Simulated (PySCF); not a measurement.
# A diatomic session: AlF

The task here is to estimate one member of a computed series from the others.

Method: Al def2-SVPD, F def2-SVPD, no relativity; program: PySCF 2.14.0.

Set-up of the first run:

A driver script around PySCF takes these settings:

```json
{
 "atoms": "Al, F",
 "charge": "0",
 "basis": "Al def2-SVPD, F def2-SVPD",
 "Hamiltonian": "no relativity",
 "basis functions": "47",
 "electrons treated": "22",
 "masses in u": "26.9815, 18.9984",
 "levels": "PBE0, PBE, r²SCAN, MN15, B3LYP, BLYP, HF, MP2, SCS-MP2, CCSD, CCSD(T)",
 "grid": "80 radial by 434 angular points",
 "occupations": "held fixed by the projection of orbital angular momentum",
 "dissociation limit": "Al + F, each in its ground configuration",
 "starting distance in angstrom": "1.810",
 "values of 2S to try": "0, 2"
}
```

Run with:

```
$ OMP_NUM_THREADS=1 python dia.py task.json out
```

Steps of the session up to this table: Input; The PBE0 curve of the state that the search chose; PBE; r²SCAN; MN15; B3LYP; BLYP; RHF (mean field); Correlated methods on the Hartree–Fock reference.

One table of the session follows, with a row left open; its other results are not shown here.

Energy (eV) from each level's lowest point:

| R (Å) | RHF | RHF-MP2 | RHF-SCS-MP2 | RHF-CCSD | RHF-CCSD(T) |
| --- | --- | --- | --- | --- | --- |
| 1.465 | 0.907 | 1.125 | 1.116 | n/a | n/a |
| 1.533 | 0.361 | 0.510 | 0.504 | 0.485 | 0.502 |
| 1.601 | 0.083 | 0.169 | 0.165 | 0.154 | 0.163 |
| 1.652 | 0.001 | 0.043 | 0.041 | 0.035 | 0.040 |
| 1.703 | 0.000 | 0.000 | 0.000 | 0.000 | 0.000 |
| 1.754 | 0.059 | 0.021 | 0.023 | 0.029 | 0.024 |
| 1.822 | 0.207 | 0.123 | 0.126 | 0.140 | 0.128 |
| 1.907 | ? | ? | ? | ? | ? |
| 2.010 | 0.834 | 0.647 | 0.653 | 0.688 | 0.660 |
| 2.146 | 1.363 | 1.122 | 1.129 | n/a | n/a |

Estimate the missing values for R (Å) = 1.907.

Worked estimate for «RHF». A straight line through the neighbours (1.822, 0.207) and (2.010, 0.834) gives 0.207 + (0.834 − 0.207) × (1.907 − 1.822) / (2.010 − 1.822) = 0.490; a parabola fitted to 4 rows on both sides gives 0.473.

The run gave: RHF: 0.466; RHF-MP2: 0.330; RHF-SCS-MP2: 0.335; RHF-CCSD: 0.358; RHF-CCSD(T): 0.339. In «RHF» the line misses by +0.024 and the parabola by +0.007.
